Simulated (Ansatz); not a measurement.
A structure drawn as `[BH2][AlH][OH]`, with this starting geometry:

```xyz
7

B     0.9145   -0.9527   -0.4505
Al   -0.4128    0.5441   -0.2429
O    -1.6236    0.4274    1.1054
H     0.9520   -1.8348    0.2783
H     1.7635   -0.9180   -1.3501
H    -0.3914    1.8135   -1.2349
H    -1.2023    0.9205    1.8948
```

The species carries charge 0 and has multiplicity 1.

Question: Does it keep its bonds when Ansatz relaxes it at PBE-D4/def2-SVP and then PBE0-D4/def2-TZVP?

Answer: Yes, every drawn bond is still there and no new one forms.

Question: Give the relaxed structure. (An estimate is asked.)

Answer: Ansatz gave: 
Z-matrix (Å, degrees):
```
B
Al 1 2.121
H 1 1.199 2 122.7
H 1 1.199 2 122.7 3 -178.8
O 2 1.703 1 116.4 3 -90.7
H 2 1.595 1 125.1 3 89.3
H 5 0.956 2 123.0 1 179.9
```
All modes are real.

Atoms count as bonded under 1.1 times the sum of their covalent radii (H–H under 0.85 Å, pairs among N, O and F under 1.55 Å), and a drawn bond as lost past 1.3 times.
